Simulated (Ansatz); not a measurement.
## Nudged elastic band run: H5SSi

input.yaml

```yaml
crystal:
  periodic: [false, false, false]
  atoms:
    - { symbol: H, position_ang: [0.126398, -0.154633, -0.389] }
    - { symbol: Si, position_ang: [-0.313767, -0.36864, 1.01953] }
    - { symbol: S, position_ang: [0.872878, 0.263213, -2.685538] }
    - { symbol: H, position_ang: [-0.485026, -1.820803, 1.250539] }
    - { symbol: H, position_ang: [-1.598836, 0.336749, 1.231828] }
    - { symbol: H, position_ang: [0.718079, 0.175849, 1.931727] }
    - { symbol: H, position_ang: [0.680074, 1.568265, -2.359085] }
magnetization:
  spin_polarized: true
  initial_magnetization: 1
basis:
  gaussian: { orbitals: def2-mTZVP }
hamiltonian:
  xc: b3lyp
  dispersion: d4
neb:
  order_check: false
  images: 7
  f_tol: 0.2
  max_iterations: 60
  final_atoms:
    - { symbol: H, position_ang: [0.43748799, -0.03145126, -1.34066756] }
    - { symbol: Si, position_ang: [-0.39592389, -0.40617759, 1.28061213] }
    - { symbol: S, position_ang: [0.83925549, 0.26018964, -2.61008634] }
    - { symbol: H, position_ang: [-0.55356805, -1.86818387, 1.46365663] }
    - { symbol: H, position_ang: [-1.68296562, 0.30831288, 1.45388095] }
    - { symbol: H, position_ang: [0.65742713, 0.14581734, 2.16505752] }
    - { symbol: H, position_ang: [0.69808695, 1.59149285, -2.41245234] }
  initial_path:
    images:
      - { positions_ang: [[0.126398, -0.154633, -0.389], [-0.313767, -0.36864, 1.01953], [0.872878, 0.263213, -2.685538], [-0.485026, -1.820803, 1.250539], [-1.598836, 0.336749, 1.231828], [0.718079, 0.175849, 1.931727], [0.680074, 1.568265, -2.359085]] }
      - { positions_ang: [[0.15032682, -0.1346892, -0.46699587], [-0.31720747, -0.36824404, 1.02989626], [0.8496914, 0.24523822, -2.61043722], [-0.48060127, -1.81769788, 1.23604826], [-1.59505522, 0.34262844, 1.21743048], [0.72363374, 0.18185788, 1.91630801], [0.66901199, 1.55090658, -2.32224893]] }
      - { positions_ang: [[0.17425564, -0.11474539, -0.54499173], [-0.32064793, -0.36784808, 1.04026253], [0.82650479, 0.22726344, -2.53533644], [-0.47617653, -1.81459276, 1.22155752], [-1.59127444, 0.34850788, 1.20303295], [0.72918848, 0.18786675, 1.90088902], [0.65794998, 1.53354815, -2.28541286]] }
      - { positions_ang: [[0.19818446, -0.09480159, -0.6229876], [-0.3240884, -0.36745212, 1.05062879], [0.80331819, 0.20928866, -2.46023566], [-0.4717518, -1.81148764, 1.20706678], [-1.58749365, 0.35438733, 1.18863543], [0.73474323, 0.19387563, 1.88547003], [0.64688798, 1.51618973, -2.24857679]] }
      - { positions_ang: [[0.22211328, -0.07485778, -0.70098347], [-0.32752886, -0.36705616, 1.06099506], [0.78013159, 0.19131388, -2.38513488], [-0.46732706, -1.80838252, 1.19257604], [-1.58371287, 0.36026677, 1.17423791], [0.74029797, 0.19988451, 1.87005105], [0.63582597, 1.4988313, -2.21174071]] }
      - { positions_ang: [[0.27595695, -0.06400615, -0.86090449], [-0.34462762, -0.37683652, 1.11589932], [0.79491256, 0.20853282, -2.44137274], [-0.48888731, -1.82333286, 1.26034619], [-1.60852606, 0.3472783, 1.24414867], [0.71958026, 0.18636772, 1.94380267], [0.65139121, 1.52199669, -2.26191862]] }
      - { positions_ang: [[0.32980063, -0.05315452, -1.02082551], [-0.36172638, -0.38661687, 1.17080359], [0.80969354, 0.22575176, -2.49761061], [-0.51044756, -1.83828319, 1.32811633], [-1.63333925, 0.33428982, 1.31405943], [0.69886255, 0.17285093, 2.01755428], [0.66695646, 1.54516208, -2.31209653]] }
      - { positions_ang: [[0.38364431, -0.04230289, -1.18074653], [-0.37882513, -0.39639723, 1.22570786], [0.82447451, 0.2429707, -2.55384847], [-0.5320078, -1.85323353, 1.39588648], [-1.65815244, 0.32130135, 1.38397019], [0.67814484, 0.15933413, 2.0913059], [0.68252171, 1.56832747, -2.36227443]] }
      - { positions_ang: [[0.43748799, -0.03145126, -1.34066756], [-0.39592389, -0.40617759, 1.28061213], [0.83925549, 0.26018964, -2.61008634], [-0.55356805, -1.86818387, 1.46365663], [-1.68296562, 0.30831288, 1.45388095], [0.65742713, 0.14581734, 2.16505752], [0.69808695, 1.59149285, -2.41245234]] }
```

Launched with:

```bash
$ ansatz run input.yaml --threads 2 --pin off --max-ram 3072MiB --backend cpu --events-out ev --progress --plain --runs-dir out
```

Output, in part (warnings, iteration lines, the closing report on the highest movable image, with atoms numbered from 0):

```
NEB end point (image 0): max|allowed force component| = 1.790e-2 eV/Å (the criterion of neb.relax_end_points is 4.000e-2)
NEB end point (image 8): max|allowed force component| = 2.351e-2 eV/Å (the criterion of neb.relax_end_points is 4.000e-2)
NEB iter   1: max|band force component| = 2.166e0 eV/Å  barrier→ = 0.5258 eV  barrier← = 0.3646 eV  Δτ_max = 0.2000 Å  (381 SCF iters)
NEB iter   2: max|band force component| = 1.059e0 eV/Å  barrier→ = 0.3121 eV  barrier← = 0.1509 eV  Δτ_max = 0.2000 Å  (212 SCF iters)
NEB iter   3: max|band force component| = 2.444e0 eV/Å  barrier→ = 0.3886 eV  barrier← = 0.2275 eV  Δτ_max = 0.1018 Å  (211 SCF iters)
NEB iter   4: max|band force component| = 7.855e-1 eV/Å  barrier→ = 0.2483 eV  barrier← = 0.0871 eV  Δτ_max = 0.0815 Å  (200 SCF iters)
NEB iter   5: max|band force component| = 2.349e-1 eV/Å  barrier→ = 0.2236 eV  barrier← = 0.0625 eV  CI = image 4  Δτ_max = 0.0576 Å  (198 SCF iters)
NEB iter   6: max|band force component| = 9.289e-2 eV/Å  barrier→ = 0.2286 eV  barrier← = 0.0675 eV  CI = image 4  Δτ_max = 0.0000 Å  (421 SCF iters)
Total energy: -18793.99187219 eV, -690.6664622778 hartree
Atom 0 at     0.249190    -0.092388    -0.842059 Å, force     0.016531     0.017580    -0.046115 eV/Å
Atom 1 at    -0.300995    -0.327555     0.979762 Å, force    -0.014332    -0.012228     0.040458 eV/Å
Atom 2 at     0.674008     0.137494    -2.260576 Å, force    -0.007968    -0.018317     0.025096 eV/Å
Atom 3 at    -0.429446    -1.793048     1.159485 Å, force     0.001459     0.008948    -0.003490 eV/Å
Atom 4 at    -1.601949     0.357704     1.166935 Å, force     0.010058    -0.002274    -0.007155 eV/Å
Atom 5 at     0.739677     0.238762     1.870623 Å, force    -0.004090    -0.001417    -0.014964 eV/Å
Atom 6 at     0.669314     1.479031    -2.074169 Å, force    -0.001659     0.007707     0.006170 eV/Å
Dipole moment:    -0.095200     0.142233     0.342895 e Å
```

The forces met the threshold. The threshold of 0.2 eV/Å is loose, so the images may lie well off the minimum-energy path. Another band between the same ends (7 images) ends at a top of the same energy, where a vibrational analysis finds 1 clearly imaginary mode.

Final band (atoms are numbered from 1 in the order of the input):

```json
{"image": "0", "path coordinate (Å)": "0.00", "energy (kJ/mol)": "0.0", "H1–Si2 (Å)": "1.49", "H1–S3 (Å)": "2.45"}
{"image": "1", "path coordinate (Å)": "0.23", "energy (kJ/mol)": "0.4", "H1–Si2 (Å)": "1.50", "H1–S3 (Å)": "2.29"}
{"image": "2", "path coordinate (Å)": "0.45", "energy (kJ/mol)": "2.5", "H1–Si2 (Å)": "1.51", "H1–S3 (Å)": "2.07"}
{"image": "3", "path coordinate (Å)": "0.68", "energy (kJ/mol)": "14.2", "H1–Si2 (Å)": "1.65", "H1–S3 (Å)": "1.76"}
{"image": "4", "path coordinate (Å)": "0.91", "energy (kJ/mol)": "22.1", "H1–Si2 (Å)": "1.92", "H1–S3 (Å)": "1.50"}
{"image": "5", "path coordinate (Å)": "1.16", "energy (kJ/mol)": "19.4", "H1–Si2 (Å)": "2.18", "H1–S3 (Å)": "1.40"}
{"image": "6", "path coordinate (Å)": "1.41", "energy (kJ/mol)": "17.0", "H1–Si2 (Å)": "2.39", "H1–S3 (Å)": "1.38"}
{"image": "7", "path coordinate (Å)": "1.67", "energy (kJ/mol)": "15.9", "H1–Si2 (Å)": "2.58", "H1–S3 (Å)": "1.37"}
{"image": "8", "path coordinate (Å)": "1.92", "energy (kJ/mol)": "15.5", "H1–Si2 (Å)": "2.78", "H1–S3 (Å)": "1.36"}
```

The run took 55 s on 2 threads of Arm Neoverse V2, on a shared host, peak memory 0.15 GiB.
